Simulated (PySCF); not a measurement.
# H3O+ (oxonium) at CAM-B3LYP/ANO-RCC-MB (sfX2C)

Aim: a geometry optimisation of H3O+ (oxonium). Input form: a Python script.

The results are computed with PySCF 2.14.0.

1 further run of the same task is left out (set aside as unsound or not needed).

## (1) The molecule

The species is H3O+ (4 atoms), meant as a singlet with charge +1. As SMILES, `[OH3+]`. Geometry: relaxed at GFN2-xTB. The run starts from this shape.

Bond lengths: O1–H2 0.983 Å, O1–H3 0.983 Å, O1–H4 0.984 Å. Angles: H2–O1–H3 112.0°, H2–O1–H4 112.0°, H3–O1–H4 112.0°.

## (2) A structure relaxation at CAM-B3LYP/ANO-RCC-MB (sfX2C)

input.py reads:

```python
# [OH3+]
from pyscf import gto, dft
from pyscf.geomopt.geometric_solver import kernel as optimise

mol = gto.M(
    atom='''
O    0.196050  -0.061020  -0.056900
H    0.214230   0.919440   0.016470
H   -0.413410  -0.366620  -0.765680
H    0.003130  -0.491800   0.806120
''',
    charge=1,
    max_memory=1860,
    verbose=3,
    basis='ano-rcc-mb',
)

ks = dft.RKS(mol, xc='cam-b3lyp')
ks = ks.sfx2c1e()
ks.grids.level = 4
ks.conv_tol = 1e-10
converged, mol_eq = optimise(ks, maxsteps=60, convergence_set='GAU_TIGHT')
print('converged:', converged)
print(mol_eq.tostring())

ks.reset(mol_eq)
mol = mol_eq
ks.kernel()
if not ks.converged:
    ks = ks.newton().run(ks.mo_coeff, ks.mo_occ)
energy = ks.e_tot
print('E(%s) = %.9f' % ('CAM-B3LYP', energy))
```

Run with:

```
$ OMP_NUM_THREADS=1 python input.py
```

What values should one expect? Wanted: total energy at the end; HOMO energy; LUMO energy; HOMO–LUMO gap.

Answer, from the run:

Level: CAM-B3LYP/ANO-RCC-MB (sfX2C).

| quantity | value |
| --- | --- |
| total energy at the end | -76.63812 Eh |
| HOMO energy | -22.08 eV |
| LUMO energy | -6.32 eV |
| HOMO–LUMO gap | 15.76 eV |

**Reading.** At the final geometry: Bond lengths: O1–H2 1.075 Å, O1–H3 1.075 Å, O1–H4 1.075 Å. Angles: H2–O1–H3 120.0°, H2–O1–H4 120.0°, H3–O1–H4 120.0°. The optimisation took 9 steps and changed the energy by -0.893 eV.
